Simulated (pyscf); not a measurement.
Thermochemistry of product channels of `[NH2][Ti]([NH2])([Cl])[Cl]` + `[H][H]` on the singlet surface, in kcal/mol, from ωB97M-D3(BJ)/def2-TZVP energies (ideal gas, 1 atm, RRHO with modes under 100 cm⁻¹ raised to 100, one conformer, R ln 2 for rigid chiral ones). Optimised with ωB97X-D3(BJ)/def2-SVP in PySCF.

| products | ΔE | ΔH(298 K) | ΔG(298 K) | ΔG(900 K) |
|---|---|---|---|---|
| `[NH2][TiH]([Cl])[Cl]` + `[NH3]` | ? | +21.0 | +19.0 | +16.8 |
| `[NH2][TiH]([NH2])[Cl]` + `[ClH]` | ? | +38.7 | +36.4 | +32.4 |

Problem. Some entries are withheld; supply them.

Solution. 
- `[NH2][TiH]([Cl])[Cl]` + `[NH3]`, ΔE: +18.1
- `[NH2][TiH]([NH2])[Cl]` + `[ClH]`, ΔE: +38.5

These are energies of the channels, which say nothing of barriers.
